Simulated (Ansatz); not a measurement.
CdCl2 (R-3m, No. 166), treated with B3LYP (VWN-RPA form) (Ansatz, a first-principles code, plane waves, PAW).

Run with plane-wave cutoff 460 eV, 8×8×8 k mesh, Fermi–Dirac smearing 0.01 eV, scalar-relativistic PAW data made under PBE.

Cell (measured lattice):

```
CELL_PARAMETERS angstrom
      1.92500     1.11140     5.82000
     -1.92500     1.11140     5.82000
      0.00000    -2.22280     5.82000
ATOMIC_POSITIONS crystal
  Cd 0.00000 0.00000 0.00000
  Cl 0.25000 0.25000 0.25000
  Cl 0.75000 0.75000 0.75000
```

Q: Estimate the band gap and smallest direct gap on the k points sampled that the calculation returns.

A: 
band gap: 5.02 eV (on the SCF k mesh)
smallest direct gap on the k points sampled: 5.21 eV

Measured, for comparison: band gap 5.7 eV (temperature not stated, not corrected to a static lattice, compiled measured gap; kind and temperature not stated; as tabulated in Kothakonda et al. (2022), arXiv:2208.02841).

Note: cell and atoms aren't relaxed at this level (pressure 2.4 GPa).

Spin–orbit coupling is not included.

The result took roughly 9 core-minutes.
